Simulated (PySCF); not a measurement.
Cartesian coordinates (Å):
```xyz
10

C      1.1531     0.3588     0.0392
N      0.1421    -0.6527     0.2427
C     -1.1572    -0.2491    -0.2428
H      1.3127     0.5032    -1.0335
H      2.1006     0.0319     0.4722
H      0.8963     1.3426     0.4689
H      0.0837    -0.8863     1.2249
H     -1.1205    -0.1370    -1.3305
H     -1.8964    -1.0198    -0.0157
H     -1.5144     0.7083     0.1746
```
Charge 0, spin multiplicity 1.

### Question
What is the computed HOMO–LUMO gap, LUMO and HOMO (PBE0-D3(BJ)/def2-TZVP (PySCF))?

### Answer

```
Quantity          Value
-------------  --------
HOMO–LUMO gap   7.59 eV
LUMO            1.23 eV
HOMO           -6.37 eV
```
